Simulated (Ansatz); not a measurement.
Ruthenium, hcp: convergence with cold smearing

Computed with Ansatz, r²SCAN, scalar-relativistic PAW, on the relaxed cell (a = 2.706 Å, c = 4.258 Å (c/a = 1.574); spin not included). Errors count from a run at 500 eV on a Γ-centred 22×22×12 mesh with Fermi-Dirac smearing of 0.1 eV, extrapolated to zero width. Fixed here: cutoff 500 eV, mesh 13×13×8. The SCF starts from atomic densities corrected by a trained network.

```csv
width (eV),E(σ→0) error (meV/atom),F error (meV/atom),P (GPa),SCF iterations
0.01,1.4,1.4,-0.22,6
0.1,1.5,1.5,-0.23,6
0.2,1.5,1.3,-0.22,6
0.3,1.0,1.1,-0.24,6
0.6,-0.4,4.3,-0.38,6
1.0,-4.6,28.4,-1.25,6
```

Q: What does the run at 0.03 give (width)?

A: E(σ→0) error (meV/atom): 1.4; F error (meV/atom): 1.4; P (GPa): -0.22; SCF iterations: 6.
